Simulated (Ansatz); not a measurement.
Two structures of CH$_{4}$NS, doublet, reached by relaxing down either side of one saddle point (PBE0-D4/def2-TZVP). Energies are electronic, without zero-point energy. Ansatz 0.2.0; basis: def2-TZVPP and def2-QZVPP; cores frozen in the correlated methods; orbitals are unrestricted. Extrapolation: Hartree–Fock as exp(−7.88 √X), correlation as X^−2.97. First:

```
7
angstrom
C 0.6018 -0.9673 0.0250
N 0.2625 0.1701 0.4425
S -1.9268 1.2033 -0.5136
H 0.2124 -1.3068 -0.9349
H 1.2655 -1.6467 0.5686
H 0.6479 0.4109 1.3544
H -1.0634 2.1365 -0.9421
```

Second:

```tsv
atom	x (Å)	y (Å)	z (Å)
C1	0.0886	-0.5380	-0.1432
N2	0.0885	-0.4443	1.2731
S3	-1.1228	0.6455	-0.8460
H4	-0.2684	-1.5179	-0.4651
H5	1.0639	-0.3461	-0.6042
H6	0.5027	0.4610	1.5156
H7	-0.3525	1.7398	-0.7301
```

Question: Which bonds change from the first to the second?

Answer: CH₃N ([CH2][NH]) + HS → CH₄NS ([NH][CH2][SH]); bonds formed: C1–S3.

Question: Give the saddle point's structure and its height above each. (An estimate is asked for; the value comes from the calculation.)

Answer: Computed: 0.252 eV above the first and 0.383 eV above the second (CCSD(T) at an estimated basis limit (MP2 extrapolated from triple and quadruple zeta, plus CCSD(T) − MP2 in triple zeta)).
```
7
angstrom
C 0.2758 -0.7372 0.0090
N 0.0055 -0.3959 1.2194
S -1.3164 0.8602 -1.0060
H -0.2529 -1.5878 -0.4186
H 1.1200 -0.3573 -0.5722
H 0.6102 0.3689 1.5228
H -0.4421 1.8490 -0.7544
```

T1 diagnostic: at most 0.036. ⟨S²⟩ of the unrestricted Hartree–Fock references: 0.76 to 0.96 (a pure state has 0.75). The unrestricted reference is spin-contaminated, which hurts MP2 most.

Labels in which every atom is bracketed show which atoms are joined, not bond orders.

For scale, one of the runs: CCSD(T)/def2-TZVPP, 160 basis functions, launched by `ansatz run in.yaml --threads 2 --pin off --events-out ev --progress --plain --max-ram 4352MiB`. The run took 73 s on 2 CPU threads of an Arm Neoverse V2 (shared host), with 2.8 GiB of host memory at its peak.
